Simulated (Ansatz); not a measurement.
`CON` → `[CH2]` (triplet) + `NO` at 400 K and 1 bar (formal loss of a carbene).

Gas-phase electronic energies from Ansatz, PBE0-D4/def2-TZVP geometries. CBS: def2 TZ/QZ extrapolation, frozen cores. Triplets are unrestricted, without spin–orbit coupling. One conformer a species, not always the lowest.

| species | CCSD(T)/CBS energy (Eh) | H − E (kJ/mol) | S (J/(mol·K)) |
| --- | --- | --- | --- |
| `CON` | -170.85181 | 201.0 | 292.1 |
| `[CH2]` (triplet) | -39.09310 | 59.0 | 205.7 |
| `NO` | -131.60877 | 122.5 | 247.5 |

H − E and S are ideal-gas, rigid-rotor, harmonic terms from PBE0-D4/def2-TZVP, for one conformer and one mirror image of each species, with the whole ground term of open shells counted as degenerate. 1 Eh = 2625.50 kJ/mol, R = 8.31446 J/(mol·K).

By hand: ΔE, ΔH, ΔS and ΔG.

ΔE = (-39.09310) + (-131.60877) − (-170.85181) = 0.14994 Eh = 393.7 kJ/mol. Δ(H − E) = 59.0 + 122.5 − 201.0 = -19.5, so ΔH = 374.2 kJ/mol. ΔS = 205.7 + 247.5 − 292.1 = 161.1 J/(mol·K). ΔG = 374.2 − 400 × (161.1)/1000 = 309.8 kJ/mol.

By hand: the equilibrium constant, and the temperature at which ΔG would vanish if ΔH and ΔS stayed fixed.

log₁₀ K = −ΔG/(RT ln 10) = -40.5. ΔG = 0 at ΔH/ΔS = 2323 K.

The number of gas molecules changes by +1, which sets the sign of ΔS. A doubt of 5 kJ/mol in ΔE shifts log₁₀ K by 0.7 here. Other conformers and mirror images would add mixing entropy, several J/(mol·K) or more a flexible species. A triplet takes part, so the spin changes. These are equilibria of isolated gas molecules and say nothing of rates. Largest T1 diagnostic: 0.011 (customary marks: 0.02 for closed shells, 0.045 for open ones).
